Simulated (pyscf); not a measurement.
A first-order saddle from PySCF, ωB97X-D3(BJ)/def2-SVP:

```xyz
13

F     -1.3201    -3.0230     0.9041
Si    -1.1023    -1.4196     0.9320
F     -0.1342    -0.0910     1.8519
F     -2.5572    -0.7755     1.2220
O     -0.7035    -0.9878    -0.6191
Si    -0.8491     0.2868    -1.6016
F      0.3214     0.2903    -2.6843
F     -2.2471     0.2913    -2.3686
F     -0.7492     1.6437    -0.7525
F     -0.8871     2.2035     2.0576
C      0.2197     1.5497     2.2310
F      0.6087     1.5394     3.4722
F      1.1629     1.9156     1.4154
```
Charge 0, spin multiplicity 2.

Surface: doublet, charge 0. Lowest wavenumbers (cm⁻¹): 914i, 4, 22, 39, 53.

Q: Which two sides does it connect, and which bonds change?

A: F–Si(F)(F)–O–Si(F)(F)–F (SMILES F[Si](F)(F)O[Si](F)(F)F) + F–C•(F)–F (SMILES F[C](F)F) <-> F–Si•(F)–O–Si(F)(F)–F (SMILES F[Si](F)O[Si](F)(F)F) + F–C(F)(F)–F (SMILES FC(F)(F)F), an atom transfer read from left to right: F–Si broken and C–F formed. At ωB97M-D3(BJ)/def2-TZVP it lies +65.0 kcal/mol from the left side and +31.3 kcal/mol from the right (each side as separated species at their lowest minima found). One saddle was located; it need not be the lowest between these sides. The angle at the transferred F is 152°.
